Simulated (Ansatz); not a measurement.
Cost and result for the atomization energy of `FBF` (4 atoms, 3 bonds).

Charge 0, multiplicity 1. All single points use the PBE0-D4/def2-TZVP geometry. Program: Ansatz. All runs use 2 threads of a server CPU on a shared host. Times are those of one run each, without the atoms' runs, and a repeat can differ threefold. Electronic energies, without spin–orbit coupling; frozen cores. CCSD(T)/CBS extrapolates def2-TZVPP and def2-QZVPP, and its time is that of the two runs behind it. T1 = 0.013. B3LYP takes the VWN-RPA correlation (the form of Gaussian; ORCA's B3LYP/G). HSE06 is the plane-wave form, built on full-range PBE exchange.

CCSD(T)/CBS is a level of theory with its own doubt, some kJ/mol a heavy atom from the limit and from the frozen cores, so smaller differences don't rank the functionals.

```
                            level  functions  wall time  atomization (kcal/mol)  difference from CCSD(T)/CBS  per bond
                 CCSD(T)/def2-SVP         47      0.4 s                   394.6                        -14.9      -5.0
             revPBE-D4/def2-TZVPP        107     0.55 s                   405.5                         -4.0      -1.3
               BLYP-D4/def2-TZVPP        107     0.55 s                   412.0                          2.5       0.8
              HSE06-D4/def2-TZVPP        107     0.75 s                   408.3                         -1.2      -0.4
          CAM-B3LYP-D4/def2-TZVPP        107     0.75 s                   414.3                          4.8       1.6
B3LYP-D4/def2-TZVPP (with forces)        107     0.85 s                   409.4                         -0.1       0.0
              PBE-QIDH/def2-TZVPP        107      1.1 s                   407.7                         -1.8      -0.6
            r2SCANh-D4/def2-TZVPP        107      1.4 s                   408.6                         -0.9      -0.3
                B97M-V/def2-TZVPP        107      2.4 s                   410.8                          1.3       0.4
 ωB97M-V/def2-TZVPP (with forces)        107      2.9 s                   411.3                          1.8       0.6
               CCSD(T)/def2-TZVPP        107      4.1 s                   400.7                         -8.8      -2.9
               CCSD(T)/def2-QZVPP        201       46 s                   406.1                         -3.4      -1.2
                CCSD(T)/CBS(def2)          –       50 s                   409.5                          0.0       0.0
```

At CCSD(T), def2-SVP lies −14.9 kcal/mol from the extrapolated value and def2-TZVPP −8.8 kcal/mol: correlation converges slowly with the basis, and small sets miss more of it in the bonded molecule than in its fragments. In def2-TZVPP, CCSD(T) changes the Hartree–Fock value by +80.5 kcal/mol (the triples alone add +5.6 kcal/mol) and MP2 by +98.2 kcal/mol; breaking electron pairs costs correlation energy, which Hartree–Fock lacks. From PBE to PBE0 (25 % exact exchange), in def2-TZVPP and without D4, the atomization energy moves by −10.9 kcal/mol: exact exchange takes away binding that semilocal exchange gives to molecules.
